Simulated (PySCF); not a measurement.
State search for PS

Unrestricted PBE0; P cc-pV(D+d)Z, S cc-pV(D+d)Z; no relativity (PySCF 2.14). Outer shells of the fragments: P 3s2 3p3; S 3s2 3p4.

Followed along the bond (rough minima from three points):

| 2Ms+1 | unpaired | ⟨S²⟩ at the start | R at minimum (Å) | Te (eV) |
| --- | --- | --- | --- | --- |
| 2 | π ↑ | 0.76 | 1.91 | 0.00 |
| 4 | π ↑↑↑ | 3.76 | none in the scan | ≤ 2.09 |
| 6 | σ ↑↑, π ↑↑↑ | 8.75 | none in the scan | ≤ 6.98 |

Solutions found at the starting distance of 2.050 Å, counted from the lowest of them; the search is not exhaustive and high or unbound solutions are not listed, so other states can lie among these:

```tsv
2Ms+1	unpaired	term	E (eV)	⟨S²⟩	⟨Lz²⟩	μ (D)
2	π ↑	²Π	0.00	0.76	1.01	-1.12
4	π ↑↑↑	⁴Π	1.84	3.76	1.00	0.19
2	π ↑↑↓	mixed	2.22	1.77	3.03	0.18
4	σ ↑, π ↑↑	⁴Σ⁻	2.82	3.76	0.00	-1.18
2	σ ↑, π ↑↓	mixed	3.45	1.77	2.02	-0.90
2	σ ↓, π ↑↑	mixed	3.50	1.77	0.00	-0.92
2	π ↑	mixed	3.67	0.75	3.01	0.18
4	σ ↑, π ↑↑	mixed	5.82	3.76	2.01	0.26
2	σ ↓, π ↑↑	mixed	6.39	1.77	2.01	0.25
4	σ ↑, π ↑↑	mixed	6.39	3.75	2.01	-0.07
4	σ ↑↑, π ↑	⁴Π	6.61	3.80	1.00	-0.77
6	σ ↑↑, π ↑↑↑	⁶Π	7.85	8.75	1.01	0.39
6	σ ↑, π ↑↑↑↑	⁶Σ⁺	7.89	8.75	0.00	2.90
```

A term symbol is given only where ⟨S²⟩ and ⟨Lz²⟩ are close to those of a pure state; real π, δ and φ orbitals otherwise mix terms. A positive dipole means P(−)S(+).

Counting both spins, an empty level lies below a filled one in some of these solutions, because spin and occupation are held.
